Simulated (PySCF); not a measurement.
Species: C₃H₂ClPS.
SMILES with atom numbers: `[Cl:1][c:2]1[cH:3][p:4][cH:5][s:6]1` (hydrogens: H7 on C3; H8 on C5)

All values: PBE0/pcSseg-1 and B3LYP/def2-SVPD (PySCF, non-relativistic), on one gas-phase PBE0-D3(BJ)/def2-SVP geometry that isn't relaxed in the solvent. The solvent is an IEF-PCM continuum (Bondi radii, 1.10 Å for H, scaled by 1.2). The model holds no explicit solvent molecules, cavitation or dispersion.

Gas phase at PBE0/pcSseg-1: HOMO -7.08 eV, LUMO -1.68 eV, dipole 0.63 D.

Question: What does the continuum do to the energy, the frontier levels and the dipole at PBE0/pcSseg-1 in benzene and methanol?

Answer: 
```json
{"solvent": "benzene", "ε": "2.271", "E(solvent) − E(gas) (kcal/mol)": "-1.05", "polarisation term (kcal/mol)": "-1.11", "distortion of the solute (kcal/mol)": "0.06", "HOMO (eV)": "-7.02", "LUMO (eV)": "-1.62", "dipole (D)": "0.74"}
{"solvent": "methanol", "ε": "32.61", "E(solvent) − E(gas) (kcal/mol)": "-2.37", "polarisation term (kcal/mol)": "-2.64", "distortion of the solute (kcal/mol)": "0.27", "HOMO (eV)": "-7.01", "LUMO (eV)": "-1.59", "dipole (D)": "0.90"}
```

Polarisation term: ½ Σ q·V over the induced surface charges. Distortion: the rise of the solute's own energy as its density leaves the gas-phase optimum. From benzene to methanol the lowering changes by a factor 2.24, Onsager's factor (ε − 1)/(2ε + 1) by 2.08 and ε itself by 14.4.

Question: Which Mulliken charges (PBE0/pcSseg-1) respond most in benzene (means over atoms taken as equivalent)?

Answer: 
| atoms | environment | gas (e) | solvent (e) | change |
| --- | --- | --- | --- | --- |
| P4 | phosphorus bonded to 2 C | +0.479 | +0.460 | -0.019 |
| H8 | aromatic hydrogen | +0.183 | +0.195 | +0.012 |
| H7 | aromatic hydrogen | +0.139 | +0.147 | +0.008 |
| Cl1 | aryl chlorine | -0.027 | -0.033 | -0.006 |
| C5 | aromatic CH next to a ring sulfur | -0.574 | -0.570 | +0.004 |
| C2 | aromatic C–Cl carbon | -0.290 | -0.293 | -0.003 |
| C3 | aromatic CH carbon | -0.282 | -0.280 | +0.002 |
| S6 | thiophene-type sulfur | +0.372 | +0.374 | +0.002 |

Question: How do the nuclear quadrupole coupling constants eQVzz/h respond in benzene?

Answer: 
```csv
nucleus,Q (barn),gas (MHz),solvent (MHz),η gas,η solvent
35Cl at Cl1,-0.0817,-79.47,-79.11,0.05,0.05
33S at S6,-0.06781,-29.27,-29.23,0.52,0.51
```

Gas phase at B3LYP/def2-SVPD: HOMO -6.80 eV, LUMO -1.84 eV, dipole 0.59 D.

Question: What does the continuum do to the energy, the frontier levels and the dipole at B3LYP/def2-SVPD in benzene?

Answer: 
```json
{"solvent": "benzene", "ε": "2.271", "E(solvent) − E(gas) (kcal/mol)": "-1.00", "polarisation term (kcal/mol)": "-1.06", "distortion of the solute (kcal/mol)": "0.06", "HOMO (eV)": "-6.74", "LUMO (eV)": "-1.77", "dipole (D)": "0.70"}
```

Question: How does the static polarisability (B3LYP/def2-SVPD, frozen core, with the continuum's full static response) change?

Answer: 
```tsv
medium	isotropic (au)	principal values (au)	⟨r²⟩ of the electrons (bohr²)
gas	90.7	57.8, 95.2, 119.1	988.6
benzene	107.7	66.8, 113.8, 142.5	988.7
```

The isotropic value in benzene is 1.19 times the gas-phase one; no cavity-field correction is applied. ⟨r²⟩ is taken about the centre of nuclear charge.

Hardware: an Intel Xeon Platinum 8488C with one thread, no GPU, shared host with 96 logical CPUs at a one-minute load of 37. Cost: 9.5 s wall, 0.73 GiB resident at most. This is the whole shielding run at PBE0/pcSseg-1 in methanol, SCF included.
